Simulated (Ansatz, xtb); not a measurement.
# Two isomers of CH2NS−

Structure a is `C=N[S-]`, a singlet and structure b is `[H]/N=C/[S-]`, a singlet. Both are isolated ions in the gas phase, relaxed with PBE0-D4/def2-TZVPD.

a (Å):

```yaml
atoms:
  - { symbol: C, position_ang: [-0.0493, 3.0658, -0.6453] }
  - { symbol: N, position_ang: [0.3252, 1.8948, -0.9755] }
  - { symbol: S, position_ang: [-0.6744, 0.8893, -1.9068] }
  - { symbol: H, position_ang: [0.6254, 3.6827, -0.0440] }
  - { symbol: H, position_ang: [-1.0222, 3.4905, -0.9361] }
```

b (Å):

```json
{"atom": "C", "x (Å)": "0.0323", "y (Å)": "2.5376", "z (Å)": "-0.7098"}
{"atom": "N", "x (Å)": "-0.5916", "y (Å)": "3.3923", "z (Å)": "-1.4545"}
{"atom": "S", "x (Å)": "1.3976", "y (Å)": "2.8170", "z (Å)": "0.2793"}
{"atom": "H", "x (Å)": "-1.3631", "y (Å)": "2.9074", "z (Å)": "-1.9159"}
{"atom": "H", "x (Å)": "-0.3301", "y (Å)": "1.4933", "z (Å)": "-0.6830"}
```

Quicker runs give these differences E(b) − E(a): GFN2-xTB −10.1 kcal/mol; HF/STO-3G −9.3 kcal/mol (at GFN2-xTB geometries); r2SCAN-D4/def2-SVPD −23.0 kcal/mol (at GFN2-xTB geometries).

Problem. Estimate E(b) − E(a) at the level CCSD(T)/def2-TZVPPD.

Solution. Calculated at CCSD(T)/def2-TZVPPD: E(b) − E(a) = −21.3 kcal/mol, so structure b lies lower.

The same difference at several levels:

```tsv
level	geometry	E(b) − E(a) (kcal/mol)	departure from the last row (kcal/mol)	job, with rough time for the two
GFN2-xTB	GFN2-xTB	−10.1	+11.2	optimisation, 0.084 s
HF/STO-3G	GFN2-xTB	−9.3	+12.0	single point, 0.16 s
r2SCAN-D4/def2-SVPD	GFN2-xTB	−23.0	−1.8	single point, 2.1 s
PBE0-D4/def2-TZVPD	PBE0-D4/def2-TZVPD	−21.5	−0.2	optimisation, 21 s
HF/def2-TZVPPD	PBE0-D4/def2-TZVPD	−22.6	−1.3	part of the CCSD(T) run
MP2/def2-TZVPPD	PBE0-D4/def2-TZVPD	−23.0	−1.7	part of the CCSD(T) run
CCSD(T)/def2-TZVPPD	PBE0-D4/def2-TZVPD	−21.3		single point, 27 s
```

As drawn, b has 1 N–H, 1 C–S in place of 1 N–S, 1 C–H.

None of the levels shown reverses the order. The largest departure from CCSD(T)/def2-TZVPPD is that of HF/STO-3G, 12.0 kcal/mol.

With harmonic frequencies from PBE0-D4/def2-TZVPD (ideal gas, rigid rotor, one conformer each, 600 K, 1 atm): on the last row, ΔE + ΔZPE = −20.5, ΔH = −20.7, ΔG = −20.3 kcal/mol.

The correlated steps freeze 7 core orbitals. Codes used: Ansatz 0.2.0, xtb 6.7.1; the last row on 2 threads of Arm Neoverse V1 on a shared host.
